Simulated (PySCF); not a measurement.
**Circular dichroism: `NC[C@@H]1C[C@@H]1F`, C₄H₈FN**

Geometry (Å), atoms numbered from 1 in this order:
```xyz
14

N     1.3511   -0.9177    1.4273
C     0.4237   -1.0733    0.3217
C     0.2279    0.1850   -0.5092
C    -0.7182    1.2492   -0.0146
C    -1.0676    0.4334   -1.2158
F    -2.0641   -0.4903   -1.0928
H     1.0303   -0.1864    2.0534
H     2.2676   -0.6472    1.0858
H     0.7997   -1.8772   -0.3181
H    -0.5377   -1.3909    0.7329
H     1.1231    0.5194   -1.0228
H    -1.2666    1.0360    0.8908
H    -0.4760    2.2913   -0.1532
H    -1.0938    0.8681   -2.2076
```

Computed, not measured: PySCF 2.14.0, TDDFT CAM-B3LYP/def2-SVPD circular dichroism and optical rotation, one conformer, gas phase. Geometry: GFN2-xTB.

The molecule is flexible and this is one conformer; a measurement averages over conformers. States above about 8.4 eV (minus the energy of the highest occupied orbital) lie near or above the ionisation threshold and depend on the basis. Singlets 12 and 13 lie within 0.01 eV of each other, so their separate moments and overlaps can depend on how they mix.

Question: Assign R or S to each stereocentre.

Answer: C3 S, C5 S.

Question: Which excitations and rotatory strengths does the calculation give?

Answer: Rotatory strengths R in 10⁻⁴⁰ esu² cm², velocity form and length form (origin at the centre of mass); f in length form.
| state | E (eV) | λ (nm) | f | R (velocity) | R (length) | main |
| --- | --- | --- | --- | --- | --- | --- |
| 1 | 6.37 | 195 | 0.026 | +9.0 | +7.6 | HOMO→LUMO 0.66, HOMO→LUMO+1 0.16 |
| 2 | 7.26 | 171 | 0.016 | -5.5 | -5.3 | HOMO→LUMO+1 0.63, HOMO→LUMO 0.11 |
| 3 | 7.67 | 162 | 0.013 | -15.9 | -15.6 | HOMO→LUMO+2 0.48, HOMO−1→LUMO 0.13 |
| 4 | 7.72 | 161 | 0.011 | +0.6 | +0.6 | HOMO→LUMO+3 0.77 |
| 5 | 8.07 | 154 | 0.0005 | +1.5 | +1.5 | HOMO−2→LUMO 0.44, HOMO−1→LUMO 0.32 |
| 6 | 8.23 | 151 | 0.010 | +27.3 | +25.6 | HOMO−2→LUMO 0.30, HOMO−1→LUMO+1 0.13 |
| 7 | 8.41 | 147 | 0.015 | -16.3 | -16.2 | HOMO→LUMO+4 0.53, HOMO−1→LUMO 0.15 |
| 8 | 8.51 | 146 | 0.008 | +10.8 | +9.6 | HOMO−1→LUMO+1 0.37, HOMO−1→LUMO 0.12 |
| 9 | 8.63 | 144 | 0.032 | +17.4 | +16.4 | HOMO−2→LUMO+1 0.70, HOMO−2→LUMO 0.12 |
| 10 | 8.69 | 143 | 0.0003 | -1.7 | -1.5 | HOMO→LUMO+6 0.36, HOMO−1→LUMO+2 0.16 |
| 11 | 8.93 | 139 | 0.008 | +23.2 | +21.8 | HOMO−1→LUMO+3 0.25, HOMO−1→LUMO+2 0.24 |
| 12 | 9.01 | 138 | 0.007 | -2.2 | -1.5 | HOMO−2→LUMO+2 0.37, HOMO−1→LUMO+3 0.18 |
| 13 | 9.01 | 138 | 0.006 | -6.4 | -5.1 | HOMO→LUMO+5 0.29, HOMO−2→LUMO+2 0.16 |
| 14 | 9.09 | 136 | 0.004 | -14.4 | -13.6 | HOMO→LUMO+7 0.43, HOMO−1→LUMO+3 0.14 |
| 15 | 9.19 | 135 | 0.017 | -16.7 | -16.6 | HOMO−2→LUMO+3 0.51, HOMO→LUMO+6 0.12 |
| 16 | 9.22 | 135 | 0.022 | -30.7 | -29.0 | HOMO−2→LUMO+2 0.23, HOMO−1→LUMO+2 0.19 |

Among the states computed, the strongest CD band (largest |R|) is state 16. The largest dissymmetry factor in size, g = 4R/(D+G), with D and G the electric and magnetic dipole strengths, is -0.05 for state 10 (velocity form, f = 0.0004), among bands with |R| over 0.5. The mirror image has the same energies and oscillator strengths and all R with the opposite sign.
